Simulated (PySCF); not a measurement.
## Working out the ionisation energy of Ar

Ar [Ar] (1S) → Ar⁺ [Ne] 3s2 3p5 (2P). Computed with PySCF 2.14 in 6-31G*, with no relativity, point nucleus. Frozen: [Ne]. Energies in hartree (1 hartree = 27.21139 eV):

```tsv
part	Ar (lower)	Ar⁺ (upper)
UHF	-526.772151	-526.233445
CCSD correlation	-0.147195	-0.126767
(T)	-0.001543	-0.001241
```

Question: What does Hartree-Fock give?

Answer: (-526.233445) − (-526.772151) = 0.538706 hartree = 14.659 eV.

Question: What do CCSD and CCSD(T) give?

Answer: The CCSD correlation energies differ by 0.020428 hartree = 0.556 eV and the triples by 0.000302 hartree = 0.008 eV, so CCSD gives 15.215 eV and CCSD(T) 15.223 eV.

Measured between the centres of the two terms (NIST): 15.819 eV, so CCSD(T) (valence) is off by -0.596 eV.

What remains against the reference includes basis incompleteness, the frozen core and higher excitations.
